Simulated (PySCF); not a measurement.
Bond length, frequency and bond energy of MgB by level of theory

State: doublet, unpaired electrons π ↑. Set-up: Mg def2-SVP, B def2-SVP; no relativity (PySCF 2.14). De refers to Mg + B in their high-spin ground configurations, without counterpoise correction. The functionals are run spin-unrestricted. A positive dipole means Mg(−)B(+). Levels whose curve was spin-contaminated or gave no clean fit are not listed.

```
       Level  Re (Å)  ωe (cm⁻¹)  De (eV)  μ (D)  CPU s a point (SCF and correlation, without the integrals)
    ROHF-MP2   2.468        270    0.231    n/a                                                       0.038
ROHF-SCS-MP2   2.500        240    0.156    n/a                                                         n/a
   ROHF-CCSD   2.446        301    0.248    n/a                                                         n/a
ROHF-CCSD(T)   2.401        348    0.374    n/a                                                         1.2
```

Correlated steps freeze 2 core orbitals. The bond is weak. Basis-set superposition, not corrected here, can be much of De in a small basis, most of all at correlated wavefunction levels. The CCSD T1 diagnostic is raised, a sign that a single reference may not be enough here. The state was picked by a PBE0 search and need not be the measured ground state.

The whole job (state search and all levels along the bond) took about 1 min on 1 thread of Arm Neoverse V2 (shared host), peak memory 0.41 GiB.
